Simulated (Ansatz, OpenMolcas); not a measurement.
## O3 (ozone): the vertical energy of the triplet above the singlet from total energies

O3 has 3 atoms, charge 0, and is taken as a singlet. SMILES: `O=[O+][O-]`. Geometry: relaxed at PBE0-D4/def2-TZVP.

```xyz
3

O     0.8487   -0.5359    0.4095
O    -0.2289   -0.3176   -0.1594
O    -0.6198    0.8535   -0.2501
```

Both states at this one shape; open shells run unrestricted unless said. 1 Eh = 27.2114 eV.

```tsv
level	program	singlet O3 (Eh)	triplet O3 (Eh)
HF/STO-3G, open shells restricted	OpenMolcas	-221.281800	-221.353962
PBE0/STO-3G	OpenMolcas	-222.132554	-222.099436
PBE0/def2-TZVPP	Ansatz	-225.278624	-225.231579
r2SCAN0/def2-TZVPP	Ansatz	-225.353101	-225.317744
```

Q: Work out the vertical gap, second state less first, at each level.

A: 
1. HF/STO-3G, open shells restricted: -221.353962 − (-221.281800) = -0.072162 Eh = -1.96 eV.
2. PBE0/STO-3G: -222.099436 − (-222.132554) = 0.033118 Eh = 0.90 eV.
3. PBE0/def2-TZVPP: -225.231579 − (-225.278624) = 0.047045 Eh = 1.28 eV.
4. r2SCAN0/def2-TZVPP: -225.317744 − (-225.353101) = 0.035357 Eh = 0.96 eV.

No measured value is set beside it here; the levels span -1.96 to 1.28 eV. Hartree–Fock favours the state with fewer electron pairs, since it lacks pair correlation. Minimal sets are far from the basis-set limit.
